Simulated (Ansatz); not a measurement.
Ansatz (an electronic-structure program) input (B3LYP-D3(BJ)/def2-TZVP):

Ansatz 0.2 input:
```yaml
crystal:
  periodic: [false, false, false]
  atoms:
    - {symbol: C, position_ang: [1.37760322, 0.01843291, 0.01132496]}
    - {symbol: C, position_ang: [0.10270912, 0.44661529, -0.00225393]}
    - {symbol: H, position_ang: [2.05690146, 0.90275969, 0.01081884]}
    - {symbol: H, position_ang: [-0.21628020, 1.51104003, -0.01231293]}
    - {symbol: C, position_ang: [-1.08779556, -0.49380738, -0.00560757]}
    - {symbol: H, position_ang: [-0.72120087, -1.52504187, 0.00461626]}
    - {symbol: H, position_ang: [-1.74458285, -0.35197269, 0.86878207]}
    - {symbol: H, position_ang: [-1.72993823, -0.36423013, -0.89268502]}
basis:
  gaussian:
    orbitals: def2-TZVP
hamiltonian:
  xc: b3lyp
  dispersion: d3bj
total_charge: -1
phonons: {temperatures: {t_min: 298.15, t_max: 298.15, t_step: 100}}
```

Output:

```
Functional definition: B3LYP
integrals: 0.03 GiB planned
760 factors; their error is unknown
mean field: 0.37 GiB planned
mean field evaluation 1: about -3186.8642 eV, gradient 4.2e1 eV
mean field evaluation 2: about -3170.6745 eV, gradient 7.6e1 eV
mean field evaluation 4: about -3191.4973 eV, gradient 7.6e0 eV
mean field evaluation 8: about -3191.6327 eV, gradient 1.4e-1 eV
mean field evaluation 16: about -3191.6197 eV, gradient 1.1e-4 eV
mean field -3191.61971268 eV, -117.2898610834 hartree, gradient 1.2e-5 eV, S^2 0.000000; 0 other end points of the search recorded, 0 dependent functions left out
the calculation of the forces begins
reference -3191.61993160 eV, -117.2898691286 hartree; 12, 12 occupied and 111, 111 virtual orbitals, 760 factors
these checks for a lower state are left out or cut short: stability, starts, cluster_reference, orbital_swaps, neighbouring_geometries, increment
integrals: 0.03 GiB planned
760 factors; their error is unknown
mean field: 0.37 GiB planned
mean field -3191.61958147 eV, -117.2898562617 hartree, gradient 2.6e-6 eV, S^2 0.000000; 0 other end points of the search recorded, 0 dependent functions left out
the calculation of the forces begins
reference -3191.61980034 eV, -117.2898643050 hartree; 12, 12 occupied and 111, 111 virtual orbitals, 760 factors
these checks for a lower state are left out or cut short: stability, starts, cluster_reference, orbital_swaps, neighbouring_geometries, increment
integrals: 0.03 GiB planned
760 factors; their error is unknown
mean field: 0.37 GiB planned
mean field evaluation 32: about -3191.6195 eV, gradient 5.1e-3 eV
mean field -3191.61949109 eV, -117.2898529403 hartree, gradient 2.8e-6 eV, S^2 0.000000; 0 other end points of the search recorded, 0 dependent functions left out
the calculation of the forces begins
reference -3191.61971006 eV, -117.2898609872 hartree; 12, 12 occupied and 111, 111 virtual orbitals, 760 factors
these checks for a lower state are left out or cut short: stability, starts, cluster_reference, orbital_swaps, neighbouring_geometries, increment
integrals: 0.03 GiB planned
760 factors; their error is unknown
mean field: 0.37 GiB planned
mean field -3191.61966809 eV, -117.2898594447 hartree, gradient 2.7e-6 eV, S^2 0.000000; 0 other end points of the search recorded, 0 dependent functions left out
the calculation of the forces begins
reference -3191.61988702 eV, -117.2898674904 hartree; 12, 12 occupied and 111, 111 virtual orbitals, 760 factors
these checks for a lower state are left out or cut short: stability, starts, cluster_reference, orbital_swaps, neighbouring_geometries, increment
integrals: 0.03 GiB planned
760 factors; their error is unknown
mean field: 0.37 GiB planned
mean field -3191.61965409 eV, -117.2898589304 hartree, gradient 2.7e-6 eV, S^2 0.000000; 0 other end points of the search recorded, 0 dependent functions left out
the calculation of the forces begins
reference -3191.61987300 eV, -117.2898669750 hartree; 12, 12 occupied and 111, 111 virtual orbitals, 760 factors
these checks for a lower state are left out or cut short: stability, starts, cluster_reference, orbital_swaps, neighbouring_geometries, increment
integrals: 0.03 GiB planned
760 factors; their error is unknown
mean field: 0.37 GiB planned
mean field -3191.61951411 eV, -117.2898537862 hartree, gradient 2.7e-6 eV, S^2 0.000000; 0 other end points of the search recorded, 0 dependent functions left out
the calculation of the forces begins
reference -3191.61973303 eV, -117.2898618312 hartree; 12, 12 occupied and 111, 111 virtual orbitals, 760 factors
these checks for a lower state are left out or cut short: stability, starts, cluster_reference, orbital_swaps, neighbouring_geometries, increment
integrals: 0.03 GiB planned
[...]
reference -3191.61987801 eV, -117.2898671591 hartree; 12, 12 occupied and 111, 111 virtual orbitals, 760 factors
these checks for a lower state are left out or cut short: stability, starts, cluster_reference, orbital_swaps, neighbouring_geometries, increment
integrals: 0.03 GiB planned
760 factors; their error is unknown
mean field: 0.37 GiB planned
mean field -3191.61955328 eV, -117.2898552256 hartree, gradient 2.6e-6 eV, S^2 0.000000; 0 other end points of the search recorded, 0 dependent functions left out
the calculation of the forces begins
reference -3191.61977214 eV, -117.2898632686 hartree; 12, 12 occupied and 111, 111 virtual orbitals, 760 factors
these checks for a lower state are left out or cut short: stability, starts, cluster_reference, orbital_swaps, neighbouring_geometries, increment
integrals: 0.03 GiB planned
760 factors; their error is unknown
mean field: 0.37 GiB planned
mean field -3191.61958749 eV, -117.2898564827 hartree, gradient 2.7e-6 eV, S^2 0.000000; 0 other end points of the search recorded, 0 dependent functions left out
the calculation of the forces begins
reference -3191.61980646 eV, -117.2898645300 hartree; 12, 12 occupied and 111, 111 virtual orbitals, 760 factors
these checks for a lower state are left out or cut short: stability, starts, cluster_reference, orbital_swaps, neighbouring_geometries, increment
integrals: 0.03 GiB planned
760 factors; their error is unknown
mean field: 0.37 GiB planned
mean field evaluation 160: about -3191.6196 eV, gradient 5.2e-3 eV
mean field -3191.61955531 eV, -117.2898553001 hartree, gradient 2.6e-6 eV, S^2 0.000000; 0 other end points of the search recorded, 0 dependent functions left out
the calculation of the forces begins
reference -3191.61977423 eV, -117.2898633455 hartree; 12, 12 occupied and 111, 111 virtual orbitals, 760 factors
these checks for a lower state are left out or cut short: stability, starts, cluster_reference, orbital_swaps, neighbouring_geometries, increment
integrals: 0.03 GiB planned
760 factors; their error is unknown
mean field: 0.37 GiB planned
mean field -3191.61956811 eV, -117.2898557706 hartree, gradient 2.7e-6 eV, S^2 0.000000; 0 other end points of the search recorded, 0 dependent functions left out
the calculation of the forces begins
reference -3191.61978702 eV, -117.2898638155 hartree; 12, 12 occupied and 111, 111 virtual orbitals, 760 factors
these checks for a lower state are left out or cut short: stability, starts, cluster_reference, orbital_swaps, neighbouring_geometries, increment
integrals: 0.03 GiB planned
760 factors; their error is unknown
mean field: 0.37 GiB planned
mean field -3191.61967751 eV, -117.2898597910 hartree, gradient 2.7e-6 eV, S^2 0.000000; 0 other end points of the search recorded, 0 dependent functions left out
the calculation of the forces begins
reference -3191.61989644 eV, -117.2898678364 hartree; 12, 12 occupied and 111, 111 virtual orbitals, 760 factors
these checks for a lower state are left out or cut short: stability, starts, cluster_reference, orbital_swaps, neighbouring_geometries, increment
integrals: 0.03 GiB planned
760 factors; their error is unknown
mean field: 0.37 GiB planned
mean field -3191.61970038 eV, -117.2898606316 hartree, gradient 2.7e-6 eV, S^2 0.000000; 0 other end points of the search recorded, 0 dependent functions left out
the calculation of the forces begins
reference -3191.61991930 eV, -117.2898686765 hartree; 12, 12 occupied and 111, 111 virtual orbitals, 760 factors
these checks for a lower state are left out or cut short: stability, starts, cluster_reference, orbital_swaps, neighbouring_geometries, increment
integrals: 0.03 GiB planned
760 factors; their error is unknown
mean field: 0.37 GiB planned
mean field evaluation 192: about -3191.6197 eV, gradient 2.7e-6 eV
mean field -3191.61965010 eV, -117.2898587838 hartree, gradient 2.7e-6 eV, S^2 0.000000; 0 other end points of the search recorded, 0 dependent functions left out
the calculation of the forces begins
reference -3191.61986902 eV, -117.2898668287 hartree; 12, 12 occupied and 111, 111 virtual orbitals, 760 factors
these checks for a lower state are left out or cut short: stability, starts, cluster_reference, orbital_swaps, neighbouring_geometries, increment
integrals: 0.03 GiB planned
760 factors; their error is unknown
mean field: 0.37 GiB planned
mean field -3191.61967151 eV, -117.2898595703 hartree, gradient 2.7e-6 eV, S^2 0.000000; 0 other end points of the search recorded, 0 dependent functions left out
the calculation of the forces begins
reference -3191.61989043 eV, -117.2898676157 hartree; 12, 12 occupied and 111, 111 virtual orbitals, 760 factors
these checks for a lower state are left out or cut short: stability, starts, cluster_reference, orbital_swaps, neighbouring_geometries, increment
integrals: 0.03 GiB planned
760 factors; their error is unknown
mean field: 0.37 GiB planned
mean field -3191.61965212 eV, -117.2898588578 hartree, gradient 2.7e-6 eV, S^2 0.000000; 0 other end points of the search recorded, 0 dependent functions left out
the calculation of the forces begins
reference -3191.61987103 eV, -117.2898669028 hartree; 12, 12 occupied and 111, 111 virtual orbitals, 760 factors
these checks for a lower state are left out or cut short: stability, starts, cluster_reference, orbital_swaps, neighbouring_geometries, increment
integrals: 0.03 GiB planned
760 factors; their error is unknown
mean field: 0.37 GiB planned
mean field -3191.61969199 eV, -117.2898603231 hartree, gradient 2.6e-6 eV, S^2 0.000000; 0 other end points of the search recorded, 0 dependent functions left out
the calculation of the forces begins
reference -3191.61991091 eV, -117.2898683683 hartree; 12, 12 occupied and 111, 111 virtual orbitals, 760 factors
these checks for a lower state are left out or cut short: stability, starts, cluster_reference, orbital_swaps, neighbouring_geometries, increment
integrals: 0.03 GiB planned
760 factors; their error is unknown
mean field: 0.37 GiB planned
mean field -3191.61969134 eV, -117.2898602992 hartree, gradient 2.7e-6 eV, S^2 0.000000; 0 other end points of the search recorded, 0 dependent functions left out
the calculation of the forces begins
reference -3191.61991023 eV, -117.2898683434 hartree; 12, 12 occupied and 111, 111 virtual orbitals, 760 factors
these checks for a lower state are left out or cut short: stability, starts, cluster_reference, orbital_swaps, neighbouring_geometries, increment
integrals: 0.03 GiB planned
760 factors; their error is unknown
mean field: 0.37 GiB planned
mean field evaluation 224: about -3191.6197 eV, gradient 2.2e-4 eV
mean field -3191.61970360 eV, -117.2898607498 hartree, gradient 2.7e-6 eV, S^2 0.000000; 0 other end points of the search recorded, 0 dependent functions left out
the calculation of the forces begins
reference -3191.61992254 eV, -117.2898687958 hartree; 12, 12 occupied and 111, 111 virtual orbitals, 760 factors
these checks for a lower state are left out or cut short: stability, starts, cluster_reference, orbital_swaps, neighbouring_geometries, increment
integrals: 0.03 GiB planned
760 factors; their error is unknown
mean field: 0.37 GiB planned
mean field -3191.61965520 eV, -117.2898589710 hartree, gradient 2.6e-6 eV, S^2 0.000000; 0 other end points of the search recorded, 0 dependent functions left out
the calculation of the forces begins
reference -3191.61987412 eV, -117.2898670162 hartree; 12, 12 occupied and 111, 111 virtual orbitals, 760 factors
these checks for a lower state are left out or cut short: stability, starts, cluster_reference, orbital_swaps, neighbouring_geometries, increment
integrals: 0.03 GiB planned
760 factors; their error is unknown
mean field: 0.37 GiB planned
mean field -3191.61964118 eV, -117.2898584559 hartree, gradient 2.7e-6 eV, S^2 0.000000; 0 other end points of the search recorded, 0 dependent functions left out
the calculation of the forces begins
reference -3191.61986010 eV, -117.2898665010 hartree; 12, 12 occupied and 111, 111 virtual orbitals, 760 factors
Total energy: -3191.81050608 eV, -117.2968726114 hartree
Atom 0 at     1.377603     0.018433     0.011325 Å, force    -0.000236     0.000338    -0.000004 eV/Å
Atom 1 at     0.102709     0.446615    -0.002254 Å, force    -0.000066    -0.000027    -0.000000 eV/Å
Atom 2 at     2.056901     0.902760     0.010819 Å, force    -0.000019    -0.000261     0.000002 eV/Å
Atom 3 at    -0.216280     1.511040    -0.012313 Å, force     0.000013    -0.000196     0.000001 eV/Å
Atom 4 at    -1.087796    -0.493807    -0.005608 Å, force     0.000969     0.000043     0.000008 eV/Å
Atom 5 at    -0.721201    -1.525042     0.004616 Å, force    -0.000091     0.000088    -0.000001 eV/Å
Atom 6 at    -1.744583    -0.351973     0.868782 Å, force    -0.000286     0.000008     0.000059 eV/Å
Atom 7 at    -1.729938    -0.364230    -0.892685 Å, force    -0.000285     0.000007    -0.000064 eV/Å
Dipole moment:    -0.909297     0.192491    -0.008899 e Å
Vibrations: 211.32 467.24 594.50 889.67 964.47 996.21 1058.08 1159.47 1300.62 1354.94 1468.61 1474.53 1552.03 2750.20 2828.84 2917.41 2928.78 3041.55 cm⁻¹, zero-point energy 1.733205 eV
```

It need not be the lowest isomer of its formula. Whether it binds its extra electron was not tested at this geometry.
